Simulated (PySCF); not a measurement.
```yaml
atoms:
  - { symbol: C, position_ang: [-0.0086, -0.5865, 0.0000] }
  - { symbol: O, position_ang: [-0.0086, 0.7995, 0.0000] }
  - { symbol: H, position_ang: [1.0554, -0.8688, 0.0000] }
  - { symbol: H, position_ang: [-0.4674, -1.0044, 0.9033] }
  - { symbol: H, position_ang: [-0.4674, -1.0044, -0.9033] }
```

Basis set: cc-pVTZ (spherical functions). Frozen core: 2 orbitals. Charge -1, multiplicity 1.

Starred EOM-CCSD(T)(a) on the restricted Hartree–Fock determinant with PySCF 2.14.0; the energies are vertical.

Q: The solver was asked for the few lowest roots only. Give the ionization energies of singlet CH3O(-) among them whose weight of singles is over 0.7.

A:

```tsv
root	energy (eV)	weight of singles
1	0.65	0.95
2	0.78	0.95
3	5.01	0.95
```

Higher main lines weren't sought. Caution: no diffuse functions for an anion.
